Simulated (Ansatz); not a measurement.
Bulk modulus of some cubic tetrahedrally bonded semiconductors and semimetals

Method: PBE in Ansatz (plane waves, PAW). References are measured values corrected to a static lattice.

Values in GPa.

| solid | reference | PBE | error (%) |
|---|---|---|---|
| zinc-blende GaP | 89.6 | 76.7 | -14.4 |
| diamond-structure Ge | 77.3 | 59.0 | -24 |
| cubic BN | 410 (388–410) | 372 | -9.3 |
| zinc-blende InSb | 46.1 | 36.7 | -20 |
| zinc-blende AlAs | 75 | 67.1 | -10.5 |
| 3C-SiC | 229 | 213 | -7.0 |
| diamond-structure Si | 101 | 88.7 | -12.2 |
| zinc-blende InAs | 58.6 | 48.5 | -17.2 |
| zinc-blende InP | 72 | 59.5 | -17.4 |
| diamond | 455 | 433 | -4.8 |
| zinc-blende BP | 176 (168–176) | 162 | -8.0 |
| zinc-blende GaAs | 76.7 | 60.3 | -21 |

Over these 12 solids the mean error is -13.8 %, the mean absolute error 13.8 % (median 13.3 %), and the worst case diamond-structure Ge at -24 %; the value is below the reference in 12 of 12 cases.

All these references are brought to a static lattice.

Spin–orbit coupling is left out, also for the solids with elements from indium on (zinc-blende InSb, zinc-blende InAs, zinc-blende InP); its size isn't shown.

Brackets give the range of the sources taken for a reference, where it is wide; it can hold other temperatures.

Differences are worked out from the printed values.

Each level is taken at its own relaxed cell. Caveats: the gap of the solid is closed in this run (diamond-structure Ge, zinc-blende InSb, zinc-blende InAs). Ansatz's density-functional and Hartree–Fock values are scalar-relativistic unless marked +SOC, with PAW data made under PBE.

Not in this set, of the tetrahedrally bonded semiconductors and semimetals with a reference value in our tables and a result at some level: 16 for a reference at room or unstated temperature; 2 for a high-temperature or high-pressure phase; 1 for sources at odds; 1 for a value of another source that differs by over 15 % in a way that heat doesn't explain. These can be a level's best or worst cases. At least 5 more with a reference value are held back for tests. Solids without a released value at any level aren't counted. Layered and molecular crystals are counted apart. The metals Ce to Yb are counted apart.

References as tabulated in Mejia-Rodriguez and Trickey (2018), arXiv:1807.09216; Tanner et al. (2021), arXiv:2110.11888; Sun et al. (2011), doi:10.1103/physrevb.84.035117; Goldzak et al. (2022), arXiv:2208.04865.

Ansatz is a first-principles code.
